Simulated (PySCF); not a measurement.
A simulated first-order isotropic EPR spectrum at 9.784 GHz has these lines.

```json
{"field (mT)": "340.25", "relative intensity": "1"}
{"field (mT)": "341.43", "relative intensity": "2"}
{"field (mT)": "342.61", "relative intensity": "1"}
{"field (mT)": "342.68", "relative intensity": "3"}
{"field (mT)": "343.87", "relative intensity": "6"}
{"field (mT)": "344.51", "relative intensity": "2"}
{"field (mT)": "345.05", "relative intensity": "3"}
{"field (mT)": "345.12", "relative intensity": "3"}
{"field (mT)": "345.69", "relative intensity": "4"}
{"field (mT)": "346.30", "relative intensity": "6"}
{"field (mT)": "346.88", "relative intensity": "2"}
{"field (mT)": "346.95", "relative intensity": "6"}
{"field (mT)": "347.49", "relative intensity": "3"}
{"field (mT)": "347.56", "relative intensity": "1"}
{"field (mT)": "348.13", "relative intensity": "12"}
{"field (mT)": "348.74", "relative intensity": "2"}
{"field (mT)": "348.78", "relative intensity": "1"}
{"field (mT)": "349.31", "relative intensity": "6"}
{"field (mT)": "349.39", "relative intensity": "6"}
{"field (mT)": "349.92", "relative intensity": "1"}
{"field (mT)": "349.96", "relative intensity": "2"}
{"field (mT)": "350.57", "relative intensity": "12"}
{"field (mT)": "351.14", "relative intensity": "1"}
{"field (mT)": "351.22", "relative intensity": "3"}
{"field (mT)": "351.75", "relative intensity": "6"}
{"field (mT)": "351.83", "relative intensity": "2"}
{"field (mT)": "352.40", "relative intensity": "6"}
{"field (mT)": "353.01", "relative intensity": "4"}
{"field (mT)": "353.58", "relative intensity": "3"}
{"field (mT)": "353.65", "relative intensity": "3"}
{"field (mT)": "354.19", "relative intensity": "2"}
{"field (mT)": "354.84", "relative intensity": "6"}
{"field (mT)": "356.02", "relative intensity": "3"}
{"field (mT)": "356.09", "relative intensity": "1"}
{"field (mT)": "357.27", "relative intensity": "2"}
{"field (mT)": "358.46", "relative intensity": "1"}
```

(1) What is g?

(2) Which couplings and how many nuclei make this pattern?

(3) The radical has the formula C4H7OS. Propose a structure, and say which nuclei carry the couplings.

Answers

(1) The pattern is symmetric about 349.35 mT, so g = hν/(μB·B0) = 9784/(13.99624 × 349.35) = 2.0010, a shift of -1.3 × 10⁻³ from the free-electron value.

(2) The first two lines at either end are about 1.18 mT apart, which is the smallest coupling, and their intensity ratio 1:2 counts the nuclei that share it. In full: a 1:2:1 triplet of 4.27 mT (119 MHz), from 2 nuclei of spin 1/2; a 1:3:3:1 quartet of 2.44 mT (68 MHz), from 3 nuclei of spin 1/2; a 1:2:1 triplet of 1.18 mT (33 MHz), from 2 nuclei of spin 1/2. Check: Σ 2nI·a is the distance from the first to the last line, 18.21 mT.

(3) The pattern alone needn't single out one isomer; the structure behind this simulation is `C[C]1CS(=O)C1` [radical], numbered [CH3:1][C:2]1[CH2:3][S:4](=[O:5])[CH2:6]1 (hydrogens: H7, H8, H9 on C1; H10, H11 on C3; H12, H13 on C6). 4.27 mT: 1H at H10/H13 (β, 2 bonds from C2; computed sign +); 2.44 mT: 1H at H7/H8/H9 (β, 2 bonds from C2; computed sign +); 1.18 mT: 1H at H11/H12 (β, 2 bonds from C2; computed sign +). Largest spin populations (Mulliken): C2 (+0.88), S4 (+0.09), C3 (-0.08) and C6 (-0.08). C2 is the only atom above +0.15. The angles at C2 add up to 350.0°, so it is slightly pyramidal.

Computed with PySCF, UKS B3LYP, pcH-1 on C H O S, non-relativistic, mean-field spin-orbit, GIAO. Isolated species at its GFN2-xTB geometry (one conformer only). GFN2-xTB frequencies show an imaginary mode (88i cm⁻¹), so this geometry is no minimum at that level. A GFN2-xTB geometry isn't a minimum of the functional, and hyperfine couplings can be far from their values at a DFT geometry. Stability of the SCF solution: not tested.

Class means assume fast exchange of nuclei equivalent by connectivity; if that motion is slow, each nucleus keeps its own coupling. The three 1H nuclei of mean +68.3 MHz run from 37.0 to 129.8 MHz in the frozen geometry.

First-order positions only. To second order lines move to lower field by a²/(2B0)·[J(J+1) − M²], with J the total spin of the equivalent nuclei and M its projection: up to 0.05 mT for the 4.27 mT coupling at this field, and inner lines split by J.

Rare isotopes and splittings under 0.04 mT were left out of the simulation.

Time: 55 s of wall time (grids of density and orbitals included); peak memory 0.89 GiB. Hardware: one thread of an Arm Neoverse V1, no GPU, on a shared host.
